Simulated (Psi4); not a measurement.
# CH4BN− (SMILES [BH2-]N=C): levels of theory compared

Wanted: a comparison of 6 runs (UHF/STO-3G, UHF/3-21G, UB3LYP/6-31G*, UBLYP/def2-SVPD, UMP2/def2-SV(P), UMP3/DZ) of CH4BN−. 

The results are computed with Psi4 1.11.

5 further runs of the same task are left out: 5 set aside as unsound or not needed.

### 1 The molecule

CH4BN− has 7 atoms, charge -1, and is taken as a doublet. SMILES: `[BH2-]N=C`. Geometry: relaxed at GFN2-xTB.

Bond lengths: B1–N2 1.382 Å, N2–C3 1.318 Å, B1–H4 1.209 Å, B1–H5 1.229 Å, C3–H6 1.094 Å, C3–H7 1.107 Å. Angles: B1–N2–C3 128.2°, N2–B1–H4 118.6°, N2–B1–H5 125.5°, N2–C3–H6 119.5°, N2–C3–H7 125.4°, H4–B1–H5 115.9°, H6–C3–H7 115.1°.

### 2 The energy at UHF/STO-3G (run 1)

Input file calc.py:

```python
import psi4

psi4.set_memory('1600 MB')
psi4.set_num_threads(1)
psi4.set_output_file('psi4.out', False)

m = psi4.geometry("""
-1 2
B     -1.011090     0.215890    -0.617010
N     -0.097100    -0.638420    -0.029460
C      1.002760    -0.329310     0.627020
H     -2.029390    -0.250170    -1.073600
H     -0.873010     1.431100    -0.742340
H      1.699810    -1.122220     0.913860
H      1.308010     0.693130     0.921530
units angstrom
symmetry c1
""")

psi4.set_options({
    'basis': 'STO-3G',
    'reference': 'uhf',
    'puream': True,
    'e_convergence': 1e-09,
    'd_convergence': 1e-08,
    'scf_type': 'pk',
    'maxiter': 200,
})

result, w = psi4.energy("hf", return_wfn=True)
print('E =', round(result, 9))
for k, v in sorted(psi4.core.scalar_variables().items()):
    print(f'{k:45s} {v:18.10f}')
```

The run is started by

```console
$ python calc.py
```

psi4.out:

```text
[...]
  Running in c1 symmetry.
[...]
  Nuclear repulsion =   58.497481860696723
[...]
  Multiplicity = 2
[...]
  Nalpha       = 12
  Nbeta        = 11
[...]
    Number of basis functions: 19
[...]
   @UHF iter   1:  -117.58501947372837   -2.28401e+00   1.42031e-02 ADIIS/DIIS
[...]
   @UHF iter  16:  -117.65104529466558   -4.97380e-13   6.73717e-09 DIIS
[...]
   @S^2 Observed:                9.113236683E-01
[...]
    Orbital Energies [Eh]
    ---------------------
    Alpha Occupied:
       1A    -14.942911     2A    -10.767804     3A     -6.997328
       4A     -0.811976     5A     -0.548205     6A     -0.356874
       7A     -0.309188     8A     -0.210332     9A     -0.169420
      10A     -0.128883    11A      0.008336    12A      0.093068
    Alpha Virtual:
      13A      0.676819    14A      0.870743    15A      0.961718
      16A      1.013296    17A      1.045808    18A      1.163001
      19A      1.355347
    Beta Occupied:
[...]
  @UHF Final Energy:  -117.65104529466558
   => Energetics <=
    Nuclear Repulsion Energy =             58.4974818606967233
    One-Electron Energy =                -282.0930795014061800
    Two-Electron Energy =                 105.9445523460438778
    Total Energy =                       -117.6510452946655789
  UHF NO Occupations:
  HONO-2 :   10  A 1.9973826
  HONO-1 :   11  A 1.9236268
[...]
 Multipole Moments:
 ------------------------------------------------------------------------------------
     Multipole            Electronic (a.u.)      Nuclear  (a.u.)        Total (a.u.)
 ------------------------------------------------------------------------------------
 L = 1.  Multiply by 2.5417464519 to convert [e a0] to [Debye]
 Dipole X            :         -0.0299098            1.0872794            1.0573696
 Dipole Y            :         -1.3227160            1.1648336           -0.1578824
 Dipole Z            :          0.0675426            0.5836996            0.6512422
 Magnitude           :                                                    1.2518282
[...]
```

Standard output:

```text
E = -117.651045295
CURRENT ENERGY                                   -117.6510452947
CURRENT REFERENCE ENERGY                         -117.6510452947
DD SOLVATION ENERGY                                 0.0000000000
HF KINETIC ENERGY                                 118.2863469382
HF POTENTIAL ENERGY                              -235.9373922328
HF TOTAL ENERGY                                  -117.6510452947
HF VIRIAL RATIO                                     1.9946291211
NUCLEAR REPULSION ENERGY                           58.4974818607
ONE-ELECTRON ENERGY                              -282.0930795014
PCM POLARIZATION ENERGY                             0.0000000000
PE ENERGY                                           0.0000000000
SCF ITERATION ENERGY                             -117.6510452947
SCF ITERATIONS                                     16.0000000000
SCF TOTAL ENERGY                                 -117.6510452947
TWO-ELECTRON ENERGY                               105.9445523460
```

It took 1.4 s on 1 thread of INTEL XEON PLATINUM 8581C at 2.10GHz (Emerald Rapids), shared host; peak memory 0.18 GiB.

### 3 Energy and forces at UHF/3-21G (run 2)

Input file input.json:

```json
{
  "schema_name": "qcschema_input",
  "schema_version": 1,
  "molecule": {
    "schema_name": "qcschema_molecule",
    "schema_version": 2,
    "symbols": ["B", "N", "C", "H", "H", "H", "H"],
    "geometry": [-1.91068319, 0.40797297, -1.16597992, -0.18349241, -1.20643895, -0.05567133, 1.89494177, -0.62230571, 1.18489607, -3.8349913, -0.47275278, -2.02880997, -1.6497498, 2.70438706, -1.40281929, 3.21217536, -2.12068845, 1.72694512, 2.47178067, 1.30982587, 1.74143932],
    "molecular_charge": -1,
    "molecular_multiplicity": 2,
    "fix_symmetry": "c1"
  },
  "driver": "gradient",
  "model": {
    "method": "hf",
    "basis": "3-21G"
  },
  "keywords": {
    "reference": "uhf",
    "puream": true,
    "e_convergence": 1e-09,
    "d_convergence": 1e-08,
    "scf_type": "pk",
    "maxiter": 200
  }
}
```

The run is started by

```console
$ psi4 --qcschema input.json -n 1 --memory 1600MB
```

stdout (excerpt; [...] marks lines left out):

```text
[...]
  Running in c1 symmetry.
[...]
  Nuclear repulsion =   58.497481886134970
[...]
  Multiplicity = 2
[...]
  Nalpha       = 12
  Nbeta        = 11
[...]
    Number of basis functions: 35
[...]
   @UHF iter   1:  -118.50159400480855   -9.44721e-01   1.11332e-02 ADIIS/DIIS
[...]
   @UHF iter  17:  -118.59702398675641   -2.72848e-12   6.12663e-09 DIIS
[...]
   @S^2 Observed:                8.644963230E-01
[...]
  @UHF Final Energy:  -118.59702398675641
   => Energetics <=
    Nuclear Repulsion Energy =             58.4974818861349704
    One-Electron Energy =                -280.7261793032575952
    Two-Electron Energy =                 103.6316734303662059
    Total Energy =                       -118.5970239867564118
  UHF NO Occupations:
  HONO-2 :   10  A 1.9977035
  HONO-1 :   11  A 1.9473938
[...]
 Multipole Moments:
 ------------------------------------------------------------------------------------
     Multipole            Electronic (a.u.)      Nuclear  (a.u.)        Total (a.u.)
 ------------------------------------------------------------------------------------
 L = 1.  Multiply by 2.5417464519 to convert [e a0] to [Debye]
 Dipole X            :          0.0952561            1.0872794            1.1825354
 Dipole Y            :         -1.2898424            1.1648336           -0.1250088
 Dipole Z            :          0.1411210            0.5836996            0.7248206
 Magnitude           :                                                    1.3926170
[...]
  -Total Gradient:
     Atom            X                  Y                   Z
    ------   -----------------  -----------------  -----------------
       1        0.019016154823    -0.012180638444     0.012850910934
       2       -0.006674110438     0.013233363252    -0.005107267528
       3       -0.021758147628    -0.003165374351    -0.013066687400
       4        0.004805094570    -0.000203240611     0.003782293402
       5       -0.001047917216    -0.001438442489    -0.003354497981
       6        0.002592863296    -0.006101245401    -0.001073818261
       7        0.003066062594     0.009855578044     0.005969066835
[...]
```

The result, in JSON:

```text
{
 "driver": "gradient",
 "model": {
  "method": "hf",
  "basis": "3-21G"
 },
 "success": true,
 "return_result": [0.019016154822905598, -0.012180638444072439, 0.012850910933865305, -0.006674110438424599, 0.013233363251967944, -0.005107267527797318, -0.02175814762836216, -0.003165374351433603, -0.01306668739973875, 0.004805094570257684, -0.00020324061110588154, 0.003782293401706688, -0.0010479172160060592, -0.001438442488592595, -0.00335449798144798, 0.002592863295756531, -0.0061012454005678896, -0.001073818261068435, 0.0030660625939347153, 0.009855578043765079, 0.005969066834594597],
 "properties": {
  "calcinfo_nbasis": 35,
  "calcinfo_nmo": 35,
  "calcinfo_nalpha": 12,
  "calcinfo_nbeta": 11,
  "calcinfo_natom": 7,
  "nuclear_repulsion_energy": 58.49748188613497,
  "return_energy": -118.59702398675641,
  "return_gradient": [0.019016154822905598, -0.012180638444072439, 0.012850910933865305, -0.006674110438424599, 0.013233363251967944, -0.005107267527797318, -0.02175814762836216, -0.003165374351433603, -0.01306668739973875, 0.004805094570257684, -0.00020324061110588154, 0.003782293401706688, -0.0010479172160060592, -0.001438442488592595, -0.00335449798144798, 0.002592863295756531, -0.0061012454005678896, -0.001073818261068435, 0.0030660625939347153, 0.009855578043765079, 0.005969066834594597],
  "scf_one_electron_energy": -280.7261793032576,
  "scf_two_electron_energy": 103.6316734303662,
  "scf_dipole_moment": [1.1825354261996395, -0.1250087803783526, 0.7248205865407662],
  "scf_total_energy": -118.59702398675641,
  "scf_total_gradient": [0.019016154822905598, -0.012180638444072439, 0.012850910933865305, -0.006674110438424599, 0.013233363251967944, -0.005107267527797318, -0.02175814762836216, -0.003165374351433603, -0.01306668739973875, 0.004805094570257684, -0.00020324061110588154, 0.003782293401706688, -0.0010479172160060592, -0.001438442488592595, -0.00335449798144798, 0.002592863295756531, -0.0061012454005678896, -0.001073818261068435, 0.0030660625939347153, 0.009855578043765079, 0.005969066834594597],
  "scf_iterations": 17
 }
}
```

Run time: 1.6 s. Hardware: 1 thread of INTEL XEON PLATINUM 8581C at 2.10GHz (Emerald Rapids), shared host; peak memory 0.18 GiB.

Runs 3 to 5 aren't shown in full; the table further down has their settings and results.

### 4 Energy and forces at UMP3/DZ (density fitting, density fitting for correlation, Cartesian functions) (run 6)

Input file job.json:

```json
{
 "schema_name": "qcschema_input",
 "schema_version": 1,
 "molecule": {
  "schema_name": "qcschema_molecule",
  "schema_version": 2,
  "symbols": ["B", "N", "C", "H", "H", "H", "H"],
  "geometry": [-1.91068319, 0.40797297, -1.16597992, -0.18349241, -1.20643895, -0.05567133, 1.89494177, -0.62230571, 1.18489607, -3.8349913, -0.47275278, -2.02880997, -1.6497498, 2.70438706, -1.40281929, 3.21217536, -2.12068845, 1.72694512, 2.47178067, 1.30982587, 1.74143932],
  "molecular_charge": -1,
  "molecular_multiplicity": 2
 },
 "driver": "gradient",
 "model": {
  "method": "mp3",
  "basis": "DZ"
 },
 "keywords": {
  "reference": "uhf",
  "scf_type": "df",
  "freeze_core": true,
  "mp_type": "df",
  "print": 2
 }
}
```

The run is started by

```console
$ psi4 --qcschema job.json -n 1 --memory 1600MB
```

stdout:

```text
[...]
  Running in c1 symmetry.
[...]
  Nuclear repulsion =   58.497481886134970
[...]
  Multiplicity = 2
[...]
  Nalpha       = 12
  Nbeta        = 11
[...]
   @DF-UHF iter   1:  -119.08962201766676   -8.85228e-01   1.27923e-02 DIIS/ADIIS
[...]
   @DF-UHF iter  22:  -119.23770434281987    9.94760e-14   5.13843e-11 DIIS
[...]
   @S^2 Observed:                8.609327569E-01
[...]
    Orbital Energies [Eh]
    ---------------------
    Alpha Occupied:
       1A    -15.292556     2A    -11.058052     3A     -7.349083
       4A     -0.945893     5A     -0.654139     6A     -0.470265
       7A     -0.402579     8A     -0.334044     9A     -0.267011
      10A     -0.234722    11A     -0.125840    12A     -0.026779
    Alpha Virtual:
      13A      0.356889    14A      0.383722    15A      0.409616
      16A      0.470980    17A      0.510083    18A      0.533676
      19A      0.584368    20A      0.610110    21A      0.646108
      22A      0.669641    23A      0.712461    24A      0.748699
      25A      1.000545    26A      1.062081    27A      1.107552
[...]
  @DF-UHF Final Energy:  -119.23770434281987
   => Energetics <=
    Nuclear Repulsion Energy =             58.4974818861349704
    One-Electron Energy =                -281.2958384195034114
    Two-Electron Energy =                 103.5606521905485664
    Total Energy =                       -119.2377043428198675
  UHF NO Occupations:
  HONO-2 :   10  A 1.9979060
  HONO-1 :   11  A 1.9486612
[...]
 Multipole Moments:
 ------------------------------------------------------------------------------------
     Multipole            Electronic (a.u.)      Nuclear  (a.u.)        Total (a.u.)
 ------------------------------------------------------------------------------------
 L = 1.  Multiply by 2.5417464519 to convert [e a0] to [Debye]
 Dipole X            :          0.0802428            1.0872794            1.1675221
 Dipole Y            :         -1.0930915            1.1648336            0.0717421
 Dipole Z            :          0.1214331            0.5836996            0.7051327
 Magnitude           :                                                    1.3658210
[...]
	Warning: cc_lambda option is changed to TRUE
	For this residual convergence, default PCG convergence is:     1.00e-07
[...]
	Number of basis functions in the DF-CC basis: 647
[...]
	DF-SCS-MP2 Total Energy (a.u.)     :  -119.47390549088702
	DF-SOS-MP2 Total Energy (a.u.)     :  -119.47367267025167
	DF-SCS(N)-MP2 Total Energy (a.u.)  :  -119.33477307953135
[...]
	DF-MP2 Total Energy (a.u.)         :  -119.47437113215767
[...]
	DF-MP3 Total Energy (a.u.)         :  -119.49166950451915
[...]
```

The result, in JSON:

```text
{
 "driver": "gradient",
 "model": {
  "method": "mp3",
  "basis": "DZ"
 },
 "success": true,
 "return_result": [0.017062302890207715, -0.013829591983019363, 0.011724164804166382, 0.014894751226493197, 0.02383765899898993, 0.00783883401848029, -0.03299226589828841, -0.005402821332130214, -0.01960130303580332, 0.009209535213361209, 0.0017865097005504982, 0.0048764225199880995, -0.001969498596816513, -0.004877195203171869, -0.0019244919587962928, -0.006058662315880925, 0.004371119986129157, -0.003706406502014814, -0.00014616251933596835, -0.005885680167221796, 0.0007927801540235091],
 "properties": {
  "calcinfo_nbasis": 38,
  "calcinfo_nmo": 38,
  "calcinfo_nalpha": 12,
  "calcinfo_nbeta": 11,
  "calcinfo_natom": 7,
  "nuclear_repulsion_energy": 58.49748188613497,
  "return_energy": -119.49166950451915,
  "return_gradient": [0.017062302890207715, -0.013829591983019363, 0.011724164804166382, 0.014894751226493197, 0.02383765899898993, 0.00783883401848029, -0.03299226589828841, -0.005402821332130214, -0.01960130303580332, 0.009209535213361209, 0.0017865097005504982, 0.0048764225199880995, -0.001969498596816513, -0.004877195203171869, -0.0019244919587962928, -0.006058662315880925, 0.004371119986129157, -0.003706406502014814, -0.00014616251933596835, -0.005885680167221796, 0.0007927801540235091],
  "scf_one_electron_energy": -281.2958384195034,
  "scf_two_electron_energy": 103.56065219054857,
  "scf_dipole_moment": [1.1675221372680293, 0.07174210376208956, 0.7051326913024243],
  "scf_total_energy": -119.23770434281987,
  "scf_iterations": 22,
  "mp2_same_spin_correlation_energy": -0.0551526913133414,
  "mp2_opposite_spin_correlation_energy": -0.18151409802446733,
  "mp2_singles_energy": 0.0,
  "mp2_doubles_energy": -0.23666678933780871,
  "mp2_correlation_energy": -0.2366667893378036,
  "mp2_total_energy": -119.47437113215767
 }
}
```

It took 3.3 s on 1 thread of INTEL XEON PLATINUM 8581C at 2.10GHz (Emerald Rapids), shared host; peak memory 0.62 GiB.

### 5 The series

```tsv
run	level	task	integration grid	energy (Eh)	HOMO energy (eV)	LUMO energy (eV)	⟨S²⟩	wall time
1	UHF/STO-3G	energy	–	-117.651045	2.53	15.36	0.911	1.4 s
2	UHF/3-21G	gradient	–	-118.597024	-0.46	9.88	0.864	1.6 s
3	UB3LYP/6-31G* (spherical functions)	gradient	99 radial × 590 angular	-120.074939	2.36	5.24	0.762	15 s
4	UBLYP/def2-SVPD	energy	99 radial × 590 angular	-119.954828	2.40	3.43	0.755	24 s
5	UMP2/def2-SV(P) (ZORA, density fitting, density fitting for correlation)	energy	–	-119.605610	-0.68	9.30	0.855	8.7 s
6	UMP3/DZ (density fitting, density fitting for correlation, Cartesian functions)	gradient	–	-119.491670	-0.73	8.63	0.861	3.3 s
```

### 6 Results

| quantity | value |
| --- | --- |
| run 6: total energy | -119.49167 Eh |
| run 6: HOMO energy (Hartree–Fock orbitals) (highest over α and β) | -0.73 eV |
| run 6: LUMO energy (Hartree–Fock orbitals) (lowest over α and β) | 8.63 eV |
| run 6: correlation energy (3 core orbitals frozen) | -254.0 mEh |
| run 6: ⟨S²⟩ of the reference determinant | 0.861 |
| run 6: largest force on an atom | 1.993 eV/Å |

**Reading.** Totals of different functionals can't be ranked against each other. In runs 1, 3, 4 the HOMO lies above zero, so the outermost electron may be held by the basis alone. In run 1 the basis is minimal, so the values are rough. Spin contamination of the reference: run 1 ⟨S²⟩ = 0.91, run 2 ⟨S²⟩ = 0.86, run 6 ⟨S²⟩ = 0.86, run 5 ⟨S²⟩ = 0.85. All runs together took 54 s, the longest 24 s.
